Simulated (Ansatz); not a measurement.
Eight cases of bond dissociation energy with Al to Br (electronic energies, kJ/mol), geometries: B3LYP-D3(BJ)/def2-TZVP. Functionals by Ansatz (an electronic-structure program) in def2-TZVPD; columns hold the difference against the high level (Ansatz, AFQMC by cisd_afqmc): A = CCSD(T)/CBS(cc-pV(Q+d)Z,cc-pV(5+d)Z) + [CCSDT(Q) - CCSD(T)]/cc-pV(D+d)Z + core + X2C; B = CCSD(T)/CBS(cc-pV(Q+d)Z,cc-pV(5+d)Z) + [CCSDT(Q) - CCSD(T)]/cc-pV(T+d)Z + [CCSDTQ - CCSDT(Q)]/cc-pV(D+d)Z + core + X2C; C = CCSD(T)/CBS(cc-pV(Q+d)Z,cc-pV(5+d)Z) + [CCSDT(Q) - CCSD(T)]/cc-pV(T+d)Z + core + X2C; D = CCSD(T)/CBS(cc-pV(T+d)Z,cc-pV(Q+d)Z) + [CCSDT(Q) - CCSD(T)]/cc-pV(D+d)Z + core + X2C; E = CCSD(T)/CBS(cc-pVQZ,cc-pV5Z) + [CCSDT(Q) - CCSD(T)]/cc-pV5Z + [CCSDTQ - CCSDT(Q)]/cc-pVTZ; F = CCSD(T)/CBS(cc-pVQZ,cc-pV5Z) + [CCSDT(Q) - CCSD(T)]/cc-pVQZ + [CCSDTQ - CCSDT(Q)]/cc-pVDZ. The cases were drawn at random from those of this class that have a high level and all functionals, leaving out states under which another spin lies or may lie. Left out are anions, K, Ca, elements past Kr, ionisation of Li, Na and Mg, pi-pi* triplets of linear molecules and other triplets made from a closed-shell parent. Runs that doubt their state, and full CI more than 15 mEh from coupled cluster, are set aside; a case stays where another high level and all functionals remain. AFQMC serves as high level only in triple zeta or larger, with a steady walk, a bar under 0.8 kcal/mol and agreement with other high levels or trials where they ran; where none ran, an unstable determinant or (outside 3d species) a high T1 diagnostic also bars it, so strongly correlated cases are thinned. No case was kept or dropped by the size of a functional's miss. Each difference is the functional minus the high level; affinities count positive where energy is released, gaps as the second state minus the first. Open shells are spin-unrestricted; no spin-orbit coupling. Cores are frozen in correlated methods (noble-gas shells, and filled d and f shells in the p block). Rows without X2C or -DK are non-relativistic. CBS(X,Y): correlation extrapolated as X^-3, Hartree-Fock from the larger set (Q,5: extrapolated as (X+1)exp(-9√X)). A bracket is a step between two methods taken in the basis named. Functionals run without relativity, which enters their misses. Double hybrids freeze cores in their MP2 part. '+ core + X2C': CCSD(T) terms for core correlation (cc-pwCVTZ, 1s frozen past Ne) and scalar relativity (cc-pVTZ-DK). For partners of very few electrons the exact lower level stands in for a higher one. Spin-orbit terms, left out, reach several kcal/mol for Br and I, and more for heavier atoms. The UHF reference of C3H5 (C=[C]C, doublet) is spin-contaminated (<S^2> up to 0.16 over the pure value in the sets run).

| case | level | value |
|---|---|---|
| C3H5Cl (2-chloroprop-1-ene, SMILES C=C(C)Cl) → C3H5 (SMILES C=[C]C, doublet) + Cl (doublet) | D | 407.4 |
| C2H5Cl (SMILES CCCl) → CH2Cl (SMILES [CH2]Cl, doublet) + CH3 (SMILES [CH3], doublet) | D | 402.9 |
| HBr (bromane, SMILES Br) → Br (doublet) + H (doublet) | E | 391.3 |
| BH3S (SMILES BS) → BH2S (SMILES B[S], doublet) + H (doublet) | B | 373.8 |
| CH2ClF (SMILES FCCl) → CH2F (SMILES [CH2]F, doublet) + Cl (doublet) | A | 372.1 |
| GeH4 (SMILES [GeH4]) → GeH3 (SMILES [GeH3], doublet) + H (doublet) | F | 373.0 |
| Si2H6 (SMILES [SiH3][SiH3]) → 2 SiH3 (SMILES [SiH3], doublet) | A | 334.3 |
| H4SiO (SMILES O[SiH3]) → H3SiO (SMILES O[SiH2], doublet) + H (doublet) | C | 408.6 |

Task: Predict the difference of PBE, B2PLYP, r2SCAN for each case and sum up.

Result: 
```
case                                                                                           PBE  B2PLYP  r2SCAN
-------------------------------------------------------------------------------------------  -----  ------  ------
C3H5Cl (2-chloroprop-1-ene, SMILES C=C(C)Cl) → C3H5 (SMILES C=[C]C, doublet) + Cl (doublet)   -4.6   -19.2   -19.6
C2H5Cl (SMILES CCCl) → CH2Cl (SMILES [CH2]Cl, doublet) + CH3 (SMILES [CH3], doublet)         -13.6   -17.6   -38.1
HBr (bromane, SMILES Br) → Br (doublet) + H (doublet)                                         -2.4   -11.8    -1.2
BH3S (SMILES BS) → BH2S (SMILES B[S], doublet) + H (doublet)                                 -21.3   -13.1   -19.1
CH2ClF (SMILES FCCl) → CH2F (SMILES [CH2]F, doublet) + Cl (doublet)                            1.9   -19.0   -15.9
GeH4 (SMILES [GeH4]) → GeH3 (SMILES [GeH3], doublet) + H (doublet)                           -13.7    -6.0    -9.8
Si2H6 (SMILES [SiH3][SiH3]) → 2 SiH3 (SMILES [SiH3], doublet)                                -19.1   -18.2   -27.5
H4SiO (SMILES O[SiH3]) → H3SiO (SMILES O[SiH2], doublet) + H (doublet)                       -30.5   -11.2   -22.6
```
PBE: mean -12.9, mean absolute 13.4, median absolute 13.6, largest -30.5; B2PLYP: mean -14.5, mean absolute 14.5, median absolute 15.3, largest -19.2; r2SCAN: mean -19.2, mean absolute 19.2, median absolute 19.3, largest -38.1 kJ/mol. PBE lies above in 1 and below in 7 of the eight.
